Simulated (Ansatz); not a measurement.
Relaxed structures of CH4OS, singlet (PBE0-D4/def2-TZVP; forces vanish, vibrations not checked; lower isomers may exist, and structures with a doubtful reference or unclear bonds are left out; Å). Computed with Ansatz 0.2.0 (basis: def2-TZVPP); correlated methods freeze the cores.

(1) Rank them by CCSD(T) energy, lowest first, and give each one's height above the lowest. Links in brackets join atoms within 1.22 times the sum of their covalent radii (1.1 for two metals). (Judge from chemistry; the value comes from the calculation.)
A.
a complex of CH₂S ([CH][SH]) + H₂O
```
7
angstrom
C 1.6210 -1.1973 0.6176
S 2.0805 0.2922 0.1456
O -1.3104 0.5165 -0.3243
H -1.9447 0.5925 0.3921
H -1.7852 0.0938 -1.0434
H 0.9562 0.9861 -0.2318
H 0.5290 -1.2891 0.5220
```
B.
CH₄OS ([CH3][S][OH])
```
7
angstrom
C -0.6959 0.4568 -0.2672
S 1.0350 0.1356 -0.5670
O 1.2630 -1.2453 0.3219
H -1.3063 -0.3946 -0.5711
H -0.9481 1.3153 -0.8963
H -0.8923 0.7153 0.7749
H 1.5445 -0.9830 1.2048
```
C.
CH₄OS ([CH2][SH][OH])
```
7
angstrom
C -0.2854 0.7765 -0.2863
S 0.9167 -0.1880 -0.7684
O 1.2850 -1.5935 0.1322
H 1.9843 0.4817 -0.2882
H -1.2374 0.6102 -0.7709
H -0.2512 1.3261 0.6448
H 1.1548 -1.4074 1.0708
```
D.
a complex of CH₂S ([CH2][S]) + H₂O
```
7
angstrom
C -0.5883 0.4459 -0.7394
S 0.8578 0.6475 -1.4002
O 1.0757 -1.8075 0.7943
H -0.7559 -0.2907 0.0464
H -1.4475 1.0365 -1.0560
H 1.3945 -1.2033 0.1084
H 1.6986 -1.7157 1.5178
```
E.
CH₄OS ([CH3][O][SH])
```
7
angstrom
C -0.6022 0.4265 -0.2595
S 1.2992 -1.2442 0.2466
O 0.7690 0.1359 -0.4765
H -1.2361 -0.4168 -0.5473
H -0.8325 1.2923 -0.8824
H -0.7888 0.6737 0.7910
H 1.5074 -0.7592 1.4920
```

T1 diagnostic: at most 0.020. The restricted Hartree–Fock reference is unstable towards an unrestricted one at one or more of these structures.

Results:

(1) By the calculation: B (0.0 kJ/mol), D (6.6 kJ/mol), E (49.4 kJ/mol), C (166.9 kJ/mol), A (210.0 kJ/mol). Heights count from the lowest.

For scale, one of the runs: CCSD(T)/def2-TZVPP, 160 basis functions, launched by `ansatz run in.yaml --threads 2 --pin off --events-out ev --progress --plain --max-ram 4352MiB`. The run took 17 s on 2 CPU threads of an Arm Neoverse V2 (shared host), with 1.2 GiB of host memory at its peak.
